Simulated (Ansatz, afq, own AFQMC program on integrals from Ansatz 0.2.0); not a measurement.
Where AFQMC and coupled cluster stand for CO, triplet

```yaml
atoms:
  - { symbol: O, position_ang: [0.0000, 0.0000, 0.0000] }
  - { symbol: C, position_ang: [0.0000, 0.0000, 3.1680] }
```

Basis 6-31G. Only valence electrons are correlated. Integrals, coupled cluster, full CI and functionals: Ansatz 0.2.0; the random walks run on the same integrals in our own AFQMC program. The CISD trial takes its coefficients from CCSD amplitudes. Released means that phaseless walkers are propagated on without the constraint, phases kept. Uncertainties: one standard error, sampling alone.

Determinant: UHF, the one that the program's search chose, which needn't be the lowest solution. The geometry is a point of a scan.

Full CI on the same integrals is exact in this basis and with this determinant's frozen core.

Cautions: lower spins were not checked; strong correlation (T1 0.005, weight of the determinant 0.58, largest double 0.72); unrestricted determinant spin contaminated (⟨S²⟩ 3.00 against 2.00); the CCSD(T) amplitudes may be one of several solutions (largest double 0.72); the CCSDT(Q) amplitudes may be one of several solutions (largest double 0.88); the released energies have errors that jump between times, so the bars are unsure, so no released level is given (meV from the phaseless value at times in 1/Eh: 44 ± 43 at 0.24, -17 ± 7 at 0.51, 8 ± 43 at 0.99, -52 ± 12 at 1.62, -69 ± 16 at 2.40); the next higher spin lies close (full CI puts it 30 meV above); the determinant fills πx and πy unequally, so it mixes two states of the linear molecule, and each level undoes that mixture to a different degree, while full CI gives the lower state; CCSDT(Q) on the ROHF determinant differs (52 meV higher), perhaps since the unrestricted series falls towards higher spin; walk and cluster series may follow different spin states.

- T1 diagnostic: 0.0050
- weight of the determinant in the CISD state: 0.581
- ⟨S²⟩ of the determinant: 3.004
- size of the correlated space: 10 electrons in 16 orbitals

```csv
level,correlation energy (eV)
MP2,-2.0548
CCSD,-3.2845
CCSD(T),-3.4416
```

Estimate where phaseless AFQMC with a CISD trial lies against CCSD(T) on the same integrals.

80.5 ± 7.3 meV above CCSD(T).

Reference: full CI, correlation energy -3.491 eV. The cautions show a poor starting determinant, so the rows tell how each method copes with it here, and full CI is the sure value.

```json
{"level": "CCSD(T)", "E − E(reference) (meV)": "49.2", "share of correlation (%)": "98.59"}
{"level": "CCSDT", "E − E(reference) (meV)": "33.8", "share of correlation (%)": "99.03"}
{"level": "CCSDT(Q)", "E − E(reference) (meV)": "29.0", "share of correlation (%)": "99.17"}
{"level": "ph-AFQMC/CISD", "E − E(reference) (meV)": "129.7 ± 7.3", "share of correlation (%)": "96.28"}
```

CCSDT and higher add their correlation energy to the determinant of the CCSD(T) run, since their own runs factorise the integrals more tightly (a shift of under 2 meV).
